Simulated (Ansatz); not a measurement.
Reaction (hydrogenolysis of a C–O bond): `C=C(O)CO` + H₂ → `C=C(C)O` + H₂O

Gas-phase electronic energies from Ansatz, PBE0-D4/def2-TZVP geometries. CCSD(T)/CBS adds triple-zeta CCSD(T) − MP2 to the extrapolated MP2 energy (def2 sets, frozen cores). This one scheme is used for every species. DFT in def2-TZVPP. B3LYP here is the variant with VWN-RPA as its local correlation; programs differ in this. Each species was taken in one conformer, which may not be the lowest.

`C=C(O)CO`:

Z-matrix (Å, degrees):
```
C
O 1 1.419
C 1 1.500 2 111.1
H 1 1.094 2 105.1 3 118.4
H 1 1.094 2 112.3 3 -124.3
H 2 0.962 1 108.2 3 70.1
O 3 1.353 1 113.7 2 41.2
C 3 1.328 1 124.1 2 -140.8
H 7 0.967 3 106.9 1 -14.8
H 8 1.081 3 119.9 1 1.7
H 8 1.082 3 121.3 1 -176.9
```

H₂:

```xyz
2

H    -0.219   -0.124   -0.275
H     0.219    0.124    0.275
```

`C=C(C)O`:

Z-matrix (Å, degrees):
```
C
C 1 1.487
H 1 1.093 2 110.2
H 1 1.093 2 110.1 3 118.1
H 1 1.088 2 111.0 3 -121.0
O 2 1.359 1 110.9 3 -59.0
C 2 1.331 1 125.2 3 121.0
H 6 0.962 2 109.0 1 -180.0
H 7 1.085 2 121.8 1 180.0
H 7 1.080 2 120.4 1 -0.1
```

H₂O:

Cartesian coordinates in Å:
```
O -0.301 -0.118 0.217
H -0.161 -0.272 -0.720
H 0.462 0.390 0.502
```

Q: Is it downhill or uphill in electronic energy at CCSD(T)/CBS, and by how much? (An estimate is asked.)

A: The calculation gave: Downhill: ΔE = -1.15 eV.

Q: What do these levels give: PBE-D4, PBE0-D4, B3LYP-D4, r2SCAN, PBE0, B3LYP, CCSD/def2-TZVPP, CCSD(T)/def2-TZVPP, MP2/def2-QZVPP, SCS-MP2/def2-QZVPP, MP2/CBS(def2), CCSD/CBS(def2)? (Estimate.)

A: The calculation gave: PBE-D4 -1.02, PBE0-D4 -1.10, B3LYP-D4 -1.07, r2SCAN -1.06, PBE0 -1.12, B3LYP -1.12, CCSD/def2-TZVPP -1.15, CCSD(T)/def2-TZVPP -1.11, MP2/def2-QZVPP -1.17, SCS-MP2/def2-QZVPP -1.15, MP2/CBS(def2) -1.18, CCSD/CBS(def2) -1.19 eV.

Largest T1 diagnostic among the species: 0.012.

In def2-TZVPP, CCSD(T) changes the Hartree–Fock value by +0.13 eV (the triples alone add +0.04 eV) and MP2 by +0.10 eV. The D4 term adds +0.05 eV with B3LYP and +0.03 eV with PBE0; it sums over pairs of atoms, weighted by their polarisabilities, and B3LYP, whose exchange is more repulsive, gets the larger term. From PBE to PBE0 (25 % exact exchange), in def2-TZVPP and without D4, ΔE moves by −0.07 eV.
